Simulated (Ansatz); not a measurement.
# CHSi (doublet): from a generated start to a stationary point

Aim: relax a generated start of CHSi (doublet) and see which bonds hold.

Computed with Ansatz 0.2.0, Gaussian basis. Level: UKS PBE0/def2-TZVP.

### 1 Where the work starts

3 atoms, charge 0, spin multiplicity 2.

Atoms are counted from 1 here; the program's logs count them from 0.

Bond lengths: Si1–C2 1.704 Å, Si1–H3 1.461 Å. Angles: C2–Si1–H3 180.0°.

Coordinates:

```tsv
atom	x (Å)	y (Å)	z (Å)
Si1	0.00000	0.00000	-0.08124
C2	0.00000	0.00000	1.62319
H3	0.00000	0.00000	-1.54196
```

The start was built by rule and, where that kept it together, relaxed with GFN2-xTB. Sticks and bond lists go by distance. 

### 2 Relaxation

Contents of in.yaml:

```yaml
crystal:
  periodic: [false, false, false]
  atoms:
    - {symbol: Si, position_ang: [0.000000, 0.000000, -0.081237]}
    - {symbol: C, position_ang: [0.000000, 0.000000, 1.623193]}
    - {symbol: H, position_ang: [0.000000, 0.000000, -1.541956]}
basis:
  gaussian: {orbitals: def2-TZVP}
magnetization: {spin_polarized: true, initial_magnetization: 1}
hamiltonian: {xc: pbe0}
relax: {f_tol: 0.004, max_steps: 80}
```

On the command line:

```console
$ ansatz run in.yaml --threads 1 --pin off --events-out ev --progress --plain --max-ram 1740MiB
```

Before running it: what results should come out? Wanted: energy gained; shift from the start; total energy; dipole moment; ⟨S²⟩.

**Answer**, as computed:

```
                  quantity          value
                     steps              4
             energy gained       0.021 eV
shift from the start (rms)        0.025 Å
              total energy  -8919.6460 eV
             dipole moment         3.75 D
                      ⟨S²⟩          0.757
```

In words: The bonds of the start are those of the end. Si1–H3 went from 1.461 to 1.500 Å. No vibrations were run, so this is a stationary point, not a proven minimum, and this spin need not be the ground state's.
